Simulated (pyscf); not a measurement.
Thermochemistry of product channels of HO–Zr(OH)(Cl)–Cl (SMILES [OH][Zr]([OH])([Cl])[Cl]) + HF (SMILES F) on the singlet surface, in kcal/mol, from ωB97M-D3(BJ)/def2-TZVP energies (ideal gas, 1 atm, RRHO with modes under 100 cm⁻¹ raised to 100, one conformer, R ln 2 for chiral ones without a mode under 150 cm⁻¹). Optimised with ωB97X-D3(BJ)/def2-SVP in PySCF.

```csv
products,ΔE,ΔH(298 K),ΔG(600 K),ΔG(1200 K)
H₂O (SMILES O) + HO–Zr(F)(Cl)–Cl (SMILES [OH][Zr]([F])([Cl])[Cl]),-10.2,-9.5,-10.7,-10.7
HO–ZrH(OH)–Cl (SMILES [OH][ZrH]([OH])[Cl]) + F–Cl (SMILES FCl),+116.8,+114.4,+112.4,+110.8
```

These are energies of the channels, which say nothing of barriers. Elements past Kr carry the def2 core potentials, without spin-orbit coupling.
